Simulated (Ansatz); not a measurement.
The inner images of a band of BH₃NS (6 atoms, charge 0, multiplicity 2) are given out of order.

The calculation used UKS B3LYP/def2-SVP (Ansatz 0.2.0).

Image 0:

```xyz
6
Properties=species:S:1:pos:R:3
N -0.627 0.085 -0.759
B -0.540 -0.446 0.518
S 0.786 -0.483 1.720
H -1.468 0.021 -1.322
H 0.134 0.575 -1.228
H 1.757 0.183 1.025
```

Image 6:

```xyz
6
Properties=species:S:1:pos:R:3
N -0.689 0.116 -0.882
B -0.204 -0.253 0.364
S 1.452 0.073 1.017
H -1.633 -0.103 -1.179
H -0.156 0.625 -1.585
H 1.272 -0.522 2.217
```

Q: Put them in order from the first end to the last, with their energies above the first end.
A.
```xyz
6
Properties=species:S:1:pos:R:3
N -0.689 0.087 -0.866
B -0.247 -0.312 0.384
S 1.492 -0.294 0.911
H -1.654 0.008 -1.167
H -0.095 0.577 -1.532
H 1.234 -0.129 2.225
```
B.
```xyz
6
Properties=species:S:1:pos:R:3
N -0.646 0.068 -0.793
B -0.492 -0.265 0.537
S 1.101 -0.769 1.336
H -1.540 0.331 -1.195
H 0.120 0.060 -1.468
H 1.499 0.511 1.536
```
C.
```xyz
6
Properties=species:S:1:pos:R:3
N -0.678 0.062 -0.830
B -0.375 -0.265 0.477
S 1.322 -0.677 1.050
H -1.619 0.244 -1.160
H 0.046 0.235 -1.526
H 1.346 0.336 1.945
```
D.
```xyz
6
Properties=species:S:1:pos:R:3
N -0.630 0.095 -0.775
B -0.519 -0.396 0.515
S 0.969 -0.716 1.516
H -1.528 0.281 -1.209
H 0.157 0.197 -1.415
H 1.594 0.475 1.322
```
E.
```xyz
6
Properties=species:S:1:pos:R:3
N -0.626 0.089 -0.765
B -0.525 -0.459 0.504
S 0.852 -0.604 1.649
H -1.512 0.173 -1.252
H 0.170 0.380 -1.330
H 1.683 0.356 1.147
```

A: E (+1.0 kcal/mol), D (+4.1 kcal/mol), B (+6.2 kcal/mol), C (+4.0 kcal/mol), A (+0.6 kcal/mol).

Time of the run: 2.4 min on 1 thread of Arm Neoverse V2, on a shared host, peak memory 0.22 GiB.
